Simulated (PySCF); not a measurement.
# CHO (Formyl cation): the cost of one run

The runs use PySCF 2.14.0, with density-fitted response routines of our own; the level of theory stands in each step. All values are computed, except where a source is named. Atoms are numbered from 0 throughout.

**1. Starting geometry**

3 atoms, charge 1, multiplicity 1; geometry from: GFN2-xTB. The atoms were then displaced at random by about 0.01 Å, so the start is not that level's minimum.

Bonds of the start (Å): C0–O1 1.06, C0–H2 1.14.

**2. Relaxing the molecule at PBE0-D3(BJ)/def2-TZVP**

What the job is given:

```
{"job": {"xc": "PBE0", "basis": "def2-TZVP", "d3": "d3bj", "grid": 2, "shake": 0.01, "kind": "geom"}, "charge": 1, "multiplicity": 1}
C      0.026640    -0.026450    -0.000020
O      1.090970    -0.023220    -0.012910
H     -1.111590     0.014720    -0.006260
```

On the command line:

```console
OMP_NUM_THREADS=1 python probes_run.py task.json out
```

The driver reads the jobs from task.json and runs them one after another.

**Question.** How long does this first job take on 1 thread of Arm Neoverse N1, shared host, and how much memory does it need?

About 8.7 s, with a peak of 0.3 GiB.
